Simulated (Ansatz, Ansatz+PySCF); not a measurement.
```xyz
4

N    -0.0047    0.0139    0.5150
F     1.2402   -0.0272   -0.1564
F    -0.5929    1.0120   -0.0995
F    -0.5885   -1.0924   -0.0959
```

RHF-MP2 on singlet NF3 was run in several spherical basis sets with Ansatz (development build ahead of 0.2.0). Frozen core: 4 orbitals.

Rank the basis sets by the total energy that they give, lowest first, with the distance from the lowest.
A. def2-SVP
B. 6-31G
C. STO-3G
D. 6-31G(d)
E. cc-pVDZ
F. cc-pVTZ
G. def2-TZVP
H. aug-cc-pVDZ

G (0.00 eV), F (0.39 eV), H (7.40 eV), E (9.99 eV), D (12.03 eV), A (18.69 eV), B (20.37 eV), C (157.85 eV).

Totals follow the description of the cores as much as that of the bonds, so this order isn't one of quality for chemistry.
